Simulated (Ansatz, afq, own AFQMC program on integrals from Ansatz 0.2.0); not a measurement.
Two steps: Ansatz 0.2.0 writes the Fock matrix and Cholesky factors of the valence space, and afq projects on them the lowest state that overlaps trial and start.

```yaml
crystal:
  periodic: [false, false, false]
  atoms:
    - {symbol: Br, position_ang: [0.000000, 0.000000, 0.000000]}
    - {symbol: Br, position_ang: [0.000000, 0.000000, 2.191400]}
basis:
  gaussian: {orbitals: cc-pVDZ}
total_charge: 1
magnetization: {spin_polarized: true, initial_magnetization: 1}
correlation: {method: ccsd_t, electrons: outside_noble_gas, hamiltonian_folder: ham}
```

```sh
$ ansatz run in.yaml --threads 1 --pin off --events-out ev --progress --plain --max-ram 1843MiB
```

Options of the walk:

```
--method phaseless --trial mp1 --walkers 20 --populations 1 --least-time 40 --time-step 0.005 --steps-per-block 25 --equilibration-blocks 24 --max-blocks 480 --target-error 0.00086 --factor-cut 1e-05 --start spin_pure --seed 4031 --taylor-order 6
```

Times are imaginary, in 1/Eh. The walk had a cap of 217 s. Filled inner d shells are frozen with the cores.

```
orbitals 26  electrons 7 6  factors 187 of 630
reference energy -5144.37750060 Eh
CCSD correlation -0.24558342 Eh in 9 cycles, weight of the determinant in the CISD state 0.8805
energy of the start -5144.604541 Eh
 block  time / (1/Eh)  mean weight  energy / Eh
     1     0.125  1.0004  -5144.604914
     2     0.250  1.0009  -5144.608391
     3     0.375  1.0019  -5144.611956
     4     0.500  0.9965  -5144.614286
     5     0.625  0.9966  -5144.614745
     7     0.875  1.0030  -5144.615764
     9     1.125  1.0010  -5144.627028
    13     1.625  0.9974  -5144.629327
    37     4.625  0.9992  -5144.634432
    61     7.625  1.0000  -5144.636747
    85    10.625  0.9959  -5144.635757
   109    13.625  1.0012  -5144.625569
   133    16.625  0.9976  -5144.640690
   157    19.625  0.9963  -5144.633691
   181    22.625  1.0013  -5144.624244
   205    25.625  0.9990  -5144.635377
   229    28.625  0.9990  -5144.633167
   253    31.625  1.0010  -5144.625220
   277    34.625  1.0005  -5144.629812
   301    37.625  1.0004  -5144.632431
   325    40.625  1.0035  -5144.632611
   349    43.625  0.9941  -5144.702830
   373    46.625  0.9973  -5144.625410
   397    49.625  0.9992  -5144.631738
   409    51.125  0.9989  -5144.615703
   421    52.625  1.0009  -5144.629451
   445    55.625  0.9992  -5144.623723
   469    58.625  1.0015  -5144.640680
   481    60.125  0.9959  -5144.624872
blocks merged  error / Eh  count
     1  0.000433  460
     2  0.000552  230
     4  0.000616  115
     8  0.000785  57
    16  0.000823  28
    32  0.000960  14
energy -5144.630869 +/- 0.000823 Eh
(rows thinned)
```

Question: Estimate how long the walk took on 1 thread of Arm Neoverse V1, with other jobs on the host.

Answer: 53 s of wall time.

The run passed its tests (sampling time, drift between the halves within three errors, error under three times the target), which doesn't prove that it has relaxed.

Against this walk (error 22.4 meV) on the same determinant: CCSD(T) 6.4 meV higher (within the noise), CCSDT(Q) 34.9 meV lower (within the noise), a separate phaseless walk with a CISD trial and standard settings 13.6 ± 25.3 meV higher (within the noise). The error is statistical and leaves out the bias of the constraint.

Cautions: constraint bias not in the error; no relativity below Rb; no spin-orbit coupling; inner d shell frozen; so few walkers bias the energy.

CCSDT and higher add their correlation energy to the determinant of the CCSD(T) run, since their own runs factorise the integrals more tightly (a shift of under 2 meV). A walk keeps the symmetry of its determinant, which the program's search chose and which needn't be the lowest solution, so a lower state of the same spin and another symmetry isn't excluded.
